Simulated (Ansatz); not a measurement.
A basis-limit estimate, worked out

An elementary step of AlH5O, closed shell (AlH₃ + H₂O → AlH₃O ([OH][AlH2]) + H₂; Al–H, H–O broken or loosened, Al–O, H–H formed or tightened). “Start” and “end” are the PBE0-D4/def2-TZVP structures reached by relaxing down either side of its saddle point, with the molecules still in contact.

Ansatz 0.2.0; basis: def2-TZVPP and def2-QZVPP; cores frozen in the correlated methods.

Energies in eV:

| quantity | end | start |
| --- | --- | --- |
| Hartree–Fock, triple zeta (X = 3) | -8700.71227 | -8700.38470 |
| Hartree–Fock, quadruple zeta (X = 4) | -8701.04105 | -8700.69460 |
| MP2 correlation, X = 3 | -9.94296 | -9.78195 |
| MP2 correlation, X = 4 | -10.70916 | -10.53831 |
| CCSD(T) correlation, X = 3 | -10.91528 | -10.82892 |

Q: Work out the step energy at the basis limit: extrapolate Hartree–Fock as E(X) = E∞ + A exp(−7.88 √X) and the MP2 correlation as E(X) = E∞ + B X^−2.97 (the exponents that Neese and Valeev fitted for def2-TZVPP and QZVPP), then add CCSD(T) − MP2 in triple zeta.

A: Each step is linear, so take the differences first (end − start): Hartree–Fock -0.32757 (X = 3) and -0.34645 (X = 4); MP2 correlation -0.16101 and -0.17085; CCSD(T) correlation -0.08636.
Two points give E∞ = E(4) + w [E(4) − E(3)], with w = 1/(exp(7.88 (2 − √3)) − 1) = 0.1377 for Hartree–Fock and w = 1/((4/3)^2.97 − 1) = 0.7407 for the correlation.
Hartree–Fock: -0.34645 + 0.1377 × (-0.01888) = -0.3490 eV.
MP2 correlation: -0.17085 + 0.7407 × (-0.00984) = -0.1781 eV.
CCSD(T) − MP2: -0.08636 − (-0.16101) = 0.0746 eV.
Sum: -0.3490 + (-0.1781) + 0.0746 = -0.4525 eV, or -10.43 kcal/mol. Plain CCSD(T) in triple zeta gives -0.4139 eV, so the larger basis shifts the result by -0.0386 eV.

No T1 diagnostic of these runs exceeds 0.013.

The step is the kind of ligand exchange by which a precursor binds to a hydroxyl group, or is hydrolysed, in atomic layer deposition of oxides.

Labels in which every atom is bracketed show which atoms are joined, not bond orders.

For scale, one of the runs: CCSD(T)/def2-TZVPP, 143 basis functions, launched by `ansatz run in.yaml --threads 2 --pin off --events-out ev --progress --plain --max-ram 4352MiB`. Time: 6 s of wall clock on 2 CPU threads of an Intel Xeon Platinum 8488C; the host was shared. Peak host memory: 0.81 GiB.
